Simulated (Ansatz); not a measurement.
# AlClH3N: the cost of one run

Method: RKS PBE-D4/def2-SVP, in Ansatz 0.2.0.

**1. The system as given**

Bond lengths: Al1–N2 1.920 Å, N2–H3 1.060 Å, N2–H4 1.060 Å, Al1–H5 1.560 Å, Al1–Cl6 2.230 Å. Angles: Al1–N2–H3 120.0°, Al1–N2–H4 120.0°, H3–N2–H4 120.0°, N2–Al1–H5 120.0°, N2–Al1–Cl6 120.0°, H5–Al1–Cl6 120.0°.

As a file:

```xyz
6

Al    0.0000    0.0000    0.0000
N     0.0000    0.0000    1.9200
H    -0.8770   -0.2713    2.4500
H     0.8770    0.2713    2.4500
H     1.3510    0.0000   -0.7800
Cl   -1.9312    0.0000   -1.1150
```

**2. Preparing the start**

input.yaml

```yaml
crystal:
  periodic: [false, false, false]
  atoms:
    - { symbol: Al, position_ang: [0.0, 0.0, 0.0] }
    - { symbol: "N", position_ang: [0.0, 0.0, 1.92] }
    - { symbol: H, position_ang: [-0.877, -0.2713, 2.45] }
    - { symbol: H, position_ang: [0.877, 0.2713, 2.45] }
    - { symbol: H, position_ang: [1.351, 0.0, -0.78] }
    - { symbol: Cl, position_ang: [-1.9312, 0.0, -1.115] }
basis:
  gaussian: { orbitals: def2-SVP }
hamiltonian:
  xc: pbe
  dispersion: d4
relax:
  f_tol: 0.02
  max_steps: 40
```

Started as:

```sh
$ ansatz run input.yaml --threads 1 --pin off --max-ram 2048MiB --backend cpu --events-out ev --progress --plain --runs-dir out
```

What time and memory should one allow on 1 thread of Intel Xeon Platinum 8259CL at 2.50GHz (Skylake/Cascade Lake), shared host?

About 10 s, with a peak of 0.15 GiB.
